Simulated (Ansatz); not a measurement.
Input file:

```yaml
crystal:
  periodic: [false, false, false]
  atoms:
    - {symbol: As, position_ang: [0.000000, 0.000000, 0.000000]}
    - {symbol: H, position_ang: [0.000000, 0.000000, 2.501000]}
basis:
  gaussian: {orbitals: 6-31G}
magnetization: {spin_polarized: false, initial_magnetization: 2}
correlation: {method: fic_nevpt4_sd, electrons: outside_noble_gas, active_space: {window: {electrons: 2, orbitals: 4}}}
scf: {lower_state_search: light}
```

```sh
$ ansatz run in.yaml --threads 1 --pin off --events-out ev --progress --plain --max-ram 2393MiB
```

Output:

```
286 factors; integrals over basis functions are off by at most 6.1e-4 eV
mean field evaluation 1: about -60798.4388 eV, gradient 4.8e0 eV
mean field evaluation 2: about -60798.4386 eV, gradient 4.8e0 eV
mean field evaluation 4: about -60798.7231 eV, gradient 7.1e-1 eV
mean field evaluation 8: about -60798.7274 eV, gradient 7.5e-4 eV
mean field -60798.72741741 eV, -2234.3120217323 hartree, gradient 3.3e-6 eV, S^2 2.000000; 0 other end points of the search recorded, 0 dependent functions left out
reference -60798.72741741 eV, -2234.3120217323 hartree; 18, 16 occupied and 13, 15 virtual orbitals, 286 factors
state -60798.75039670 eV, -2234.3128662056 hartree
state -60798.75039670 eV, -2234.3128662056 hartree; corrected -60800.80137484 eV, -2234.3882382620 hartree
Total energy: -60800.80137484 eV, -2234.3882382620 hartree
```

Natural occupations: 0.9991 0.9991 0.0009 0.0009.

Ran on 1 thread of Intel Xeon 6975P-C, shared host: 0.39 s wall, 0.09 GiB peak host memory.
